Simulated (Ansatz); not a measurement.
## H₂O ··· CO

The pair of H₂O (SMILES O, atoms 1–3) and CO (SMILES [C-]#[O+], atoms 4–5), both closed shells, in one local arrangement (a lower one may exist), relaxed at PBE0-D4/def2-TZVP:

```
atom    x (Å)    y (Å)    z (Å)
  O1  -0.2748  -0.0222  -1.6518
  H2  -0.1710  -0.0209  -0.6954
  H3   0.6117  -0.1329  -2.0006
  C4  -0.0560   0.0562   1.6146
  O5  -0.1100   0.1198   2.7330
```

Ansatz 0.2.0; basis: def2-TZVPPD, with def2-QZVPPD for the basis limit; cores frozen in the correlated methods. B3LYP uses VWN-RPA correlation. Extrapolation: Hartree–Fock as exp(−7.88 √X), correlation as X^−2.97. Interaction energies count from these two fragments, frozen as in the pair, with the counterpoise correction; negative means bound.

(1) What is the interaction energy by CCSD(T) at an estimated basis limit (MP2 extrapolated from triple and quadruple zeta, plus CCSD(T) − MP2 in triple zeta)? (Judge from chemistry; the value comes from the calculation.)

(2) Which atoms make the shortest contact between the fragments?

The T1 diagnostic stays at or below 0.020.

Results:

(1) The calculation gives: -7.4 kJ/mol. Hartree–Fock alone gives -1.2 kJ/mol at the basis limit. It counts from the two fragments frozen as in the pair.

The same quantity by other methods in triple zeta, and each one's difference from that estimate:
```tsv
method	E_int (kJ/mol)	difference
PBE-D4	-9.8	-2.4
revPBE-D4	-7.3	0.1
BLYP-D4	-7.6	-0.2
r2SCAN-D4	-7.2	0.2
B97M-V	-7.9	-0.5
PBE0-D4	-8.6	-1.2
B3LYP-D4	-7.7	-0.3
HSE06-D4	-8.6	-1.3
wB97X-V	-7.4	-0.1
wB97M-V	-7.0	0.4
B2PLYP	-6.6	0.8
HF	-1.2	6.2
MP2	-7.5	-0.1
CCSD	-5.8	1.6
CCSD(T)	-6.8	0.6
```
Differences are method less estimate.

(2) H2 and C4, 2.31 Å apart.

Basis-set superposition shift (counterpoise-corrected less uncorrected): CCSD(T) 1.4; MP2 1.5; HF 0.1; PBE0-D4 0.2; wB97M-V 0.2 kJ/mol.

For scale, one of the runs: CCSD(T)/def2-TZVPPD, 151 basis functions, launched by `ansatz run in.yaml --threads 2 --pin off --events-out ev --progress --plain --max-ram 5222MiB`. Hardware: 2 CPU threads of an Arm Neoverse V1, shared host. Wall time 13 s; peak host memory 1 GiB.
